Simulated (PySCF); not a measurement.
# 5-methylisoxazole, C4H5NO

Molfile (atoms numbered from 1):
```
C4H5NO
     RDKit          3D

 11 11  0  0  0  0  0  0  0  0999 V2000
   -1.7012   -0.0651   -0.2477 C   0  0  0  0  0  0  0  0  0  0  0  0
   -0.2411   -0.1439   -0.0346 C   0  0  0  0  0  0  0  0  0  0  0  0
    0.7408    0.7849    0.0835 C   0  0  0  0  0  0  0  0  0  0  0  0
    1.9080    0.0081    0.2716 C   0  0  0  0  0  0  0  0  0  0  0  0
    1.6510   -1.2678    0.2671 N   0  0  0  0  0  0  0  0  0  0  0  0
    0.2919   -1.3670    0.0745 O   0  0  0  0  0  0  0  0  0  0  0  0
   -2.0143    0.9758   -0.3130 H   0  0  0  0  0  0  0  0  0  0  0  0
   -2.2388   -0.5416    0.5754 H   0  0  0  0  0  0  0  0  0  0  0  0
   -1.9865   -0.5758   -1.1703 H   0  0  0  0  0  0  0  0  0  0  0  0
    0.6445    1.8565    0.0440 H   0  0  0  0  0  0  0  0  0  0  0  0
    2.9282    0.3357    0.4101 H   0  0  0  0  0  0  0  0  0  0  0  0
  1  2  1  0
  2  3  2  0
  3  4  1  0
  4  5  2  0
  5  6  1  0
  6  2  1  0
  1  7  1  0
  1  8  1  0
  1  9  1  0
  3 10  1  0
  4 11  1  0
M  END
```

Theory: TDDFT CAM-B3LYP/def2-TZVPD excited states, vertical, gas phase in PySCF 2.14.0. Geometry: PBE0-D3(BJ)/def2-TZVP.

(1) How strongly do the lowest singlets absorb one photon, and two photons of half the energy?

Results:

(1) δ for parallel linear polarisation; σ at the peak of a Lorentzian of half width 0.1 eV, single beam; Ω is circular over linear.
| state | E (eV) | f | photon λ (nm) | δ (au) | σ (GM) | Ω | main |
| --- | --- | --- | --- | --- | --- | --- | --- |
| S1 | 6.39 | 0.182 | 388 | 16.9 | 0.25 | 1.09 | HOMO→LUMO+1 0.92 |
| S2 | 6.68 | 0.007 | 371 | 1.82 | 0.03 | 1.50 | HOMO−2→LUMO+1 0.91 |
| S3 | 6.72 | 0.002 | 369 | 22.8 | 0.38 | 1.50 | HOMO→LUMO 0.88 |
| S4 | 7.29 | 0.014 | 340 | 35.4 | 0.69 | 1.05 | HOMO−1→LUMO+1 0.68, HOMO→LUMO+5 0.13 |
| S5 | 7.54 | 0.003 | 329 | 3.87 | 0.08 | 1.50 | HOMO→LUMO+2 0.93 |
| S6 | 7.77 | 0.013 | 319 | 6.2 | 0.14 | 1.50 | HOMO→LUMO+3 0.78, HOMO−1→LUMO 0.10 |

Among these, the strongest one-photon state is S1, the strongest two-photon state S4, with a dipole change of 1.4 D (relaxed, norm of the difference vector).
